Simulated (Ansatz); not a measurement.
Mulliken charges of F3HSi (`F[SiH](F)F`) from ωB97M-V/def2-TZVPP in Ansatz (PBE0-D4/def2-TZVP geometry).

| atom | x (Å) | y (Å) | z (Å) | charge (e) |
| --- | --- | --- | --- | --- |
| F1 | -0.447 | -0.082 | 1.491 | -0.283 |
| Si2 | 0.041 | 0.002 | -0.002 | 0.882 |
| F3 | -0.597 | 1.281 | -0.657 | -0.283 |
| F4 | -0.496 | -1.263 | -0.767 | -0.283 |
| H5 | 1.499 | 0.062 | -0.065 | -0.034 |

Q: By hand: the dipole of these point charges (1 e Å = 4.8032 D).

A: Σ q r = (0.421, 0.018, -0.019) e Å, of length 0.422 e Å = 2.03 D.

Q: How does the dipole of the full density compare? (Estimate.)

A: Ansatz gave: (0.266, 0.011, -0.012) e Å, 1.28 D; the point charges give 1.59 times that, at 0° from its direction.

Point charges leave out the atoms' own dipoles, such as those of lone pairs, and Mulliken's split depends on the basis, so the two needn't agree.
